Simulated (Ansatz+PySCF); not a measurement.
A calculation with Ansatz (development build ahead of 0.2.0).

```yaml
crystal:
  periodic: [false, false, false]
  atoms:
    - { symbol: H, position_ang: [0.0, 0.0, 0.0] }
    - { symbol: Al, position_ang: [0.71606, 0.95475, 2.0671] }
basis:
  gaussian: { orbitals: "6-31G" }
hamiltonian:
  xc: hf
correlation:
  method: ccsd_t
  frozen_orbitals: { Al: 5, H: 0 }
```

The input is written out in the form of the current development build from the run's settings.

The run gave:

- Converged: yes
- Reference energy: -242.38486 hartree
- CCSD correlation energy: -0.05851 hartree
- Triples correction: -0.00046 hartree
- Total energy: -242.44383 hartree
- Spin squared of the determinant: 0.000
- Stability test: minimum among restricted orbitals
- T1 diagnostic: 0.028
- Largest doubles amplitude: 0.20
- Occupied orbitals by symmetry in an Abelian subgroup (alpha; beta): 5 A1 1 B1 1 B2; 5 A1 1 B1 1 B2

Messages of the program:
```
unlike orbitals would lower it
```
